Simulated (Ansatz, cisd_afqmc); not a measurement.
Species: H₃S, charge 1, singlet. H3S+ (SMILES [SH3+]).
B3LYP-D3(BJ)/def2-TZVP minimum from Ansatz (a program for electronic structure):
```xyz
4

S      0.1049    -0.0008     0.0446
H     -0.3243     0.9941    -0.7736
H     -0.3450    -0.9973    -0.7604
H     -1.0094     0.0159     0.8202
```
Charge +1, spin multiplicity 1.

Total energies in cc-pV(D+d)Z, 8 correlated electrons, 5 frozen orbitals. UHF or UKS for unpaired electrons; spin-orbit terms are left out. Correlated methods leave the cores frozen. No relativity. AFQMC/CISD: phaseless, guided by CISD from CCSD amplitudes; bars are statistical, one sigma. Outlying blocks are dropped, and bars are widened where a walk drifts. Over all cases where full CI ran beside it in this data, AFQMC minus full CI had a median of +0.1 mEh and passed +0.4 mEh in a tenth of the cases.

```json
[
 {"method": "HF", "program": "Ansatz", "energy (Eh)": "-398.97946", "minus CCSDTQ (mEh)": "179.80"},
 {"method": "MP2", "program": "Ansatz", "energy (Eh)": "-399.12696", "minus CCSDTQ (mEh)": "32.29"},
 {"method": "CCSD", "program": "Ansatz", "energy (Eh)": "-399.15441", "minus CCSDTQ (mEh)": "4.84"},
 {"method": "CCSD(T)", "program": "Ansatz", "energy (Eh)": "-399.15845", "minus CCSDTQ (mEh)": "0.81"},
 {"method": "CCSDT(Q)", "program": "Ansatz", "energy (Eh)": "-399.15923", "minus CCSDTQ (mEh)": "0.02"},
 {"method": "CCSDTQ", "program": "Ansatz", "energy (Eh)": "-399.15926", "minus CCSDTQ (mEh)": "0.00"},
 {"method": "AFQMC/CISD", "program": "cisd_afqmc", "energy (Eh)": "-399.1592 ± 0.0002", "minus CCSDTQ (mEh)": "0.0 ± 0.2"}
]
```

Rough core times of Ansatz's runs on a shared machine: CCSD(T) under 20 s, CCSDT(Q) under 20 s, CCSDTQ 2 min.
